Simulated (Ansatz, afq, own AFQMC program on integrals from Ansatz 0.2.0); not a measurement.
**SiH$_{4}$⁻, doublet in 6-31++G** along one coordinate**

```xyz
5

Si   -0.0025    0.0025    0.0025
H     0.8622    0.8706    0.8719
H    -0.8725   -0.8644    0.8678
H    -0.8673    0.8692   -0.8682
H     0.9468   -0.9444   -0.9403
```

The Si1–H5 distance is changed with both sides rigid. Energies in mEh count from this geometry (1.639 Å) at the same level; the start stands on UHF, each point on the determinant named.

Basis 6-31++G**. Only valence electrons are correlated. Ansatz 0.2.0 and our own AFQMC program on the same integrals; the CISD trial comes from CCSD amplitudes, and released means the phaseless constraint is let go. Uncertainties: one standard error, sampling alone.

Cautions, each for one point or more: unrestricted determinant slightly spin contaminated; unrestricted determinant spin contaminated.

```json
{"r(Si1–H5) / Å": "1.354", "det.": "UHF", "T1": "0.015", "weight": "0.92", "⟨S²⟩": "0.75", "PBE": "6.4", "B2PLYP": "2.8", "CCSD(T)": "2.0"}
{"r(Si1–H5) / Å": "2.753", "det.": "UHF", "T1": "0.034", "weight": "0.88", "⟨S²⟩": "0.82", "PBE": "45.3", "B2PLYP": "50.8", "CCSD(T)": "56.2"}
{"r(Si1–H5) / Å": "3.983", "det.": "UHF", "T1": "0.039", "weight": "0.86", "⟨S²⟩": "0.91", "PBE": "55.0", "B2PLYP": "62.1", "CCSD(T)": "68.0"}
```

**Question.** Estimate the curve of CCSDT(Q), counted from the same start.

**Answer.** 
```json
{"r(Si1–H5) / Å": "1.354", "det.": "UHF", "T1": "0.015", "weight": "0.92", "⟨S²⟩": "0.75", "CCSDT(Q)": "2.1", "ph-AFQMC/CISD": "1.6 ± 0.2", "released AFQMC": "1.7 ± 0.3"}
{"r(Si1–H5) / Å": "2.753", "det.": "UHF", "T1": "0.034", "weight": "0.88", "⟨S²⟩": "0.82", "CCSDT(Q)": "56.0", "ph-AFQMC/CISD": "57.0 ± 0.3", "released AFQMC": "56.3 ± 0.4"}
{"r(Si1–H5) / Å": "3.983", "det.": "UHF", "T1": "0.039", "weight": "0.86", "⟨S²⟩": "0.91", "CCSDT(Q)": "67.7", "ph-AFQMC/CISD": "68.8 ± 0.3", "released AFQMC": "67.7 ± 0.5*"}
```

Weight is that of the determinant in the CISD state; at the start T1 is 0.016 and the weight 0.92, and ⟨S²⟩ is 0.75. An asterisk marks released energies that aren't shown to be converged. Largest departures from CCSDT(Q), at the points where its series has closed: CCSD(T) 0.2 mEh at 2.753 (on UHF), ph-AFQMC/CISD 1.0 mEh at 2.753 (on UHF), released AFQMC -0.4 mEh at 1.354 (on UHF) (within the noise), PBE -10.7 mEh at 2.753, B2PLYP -5.2 mEh at 2.753. Functionals count only at points shown to share the start's state and spin. In this small basis the wave-function levels are far from their limit, so their gap to the functionals isn't the functionals' error.

A walk keeps the symmetry of its determinant, which the program's search chose and which needn't be the lowest solution, so a lower state of the same spin and another symmetry isn't excluded.
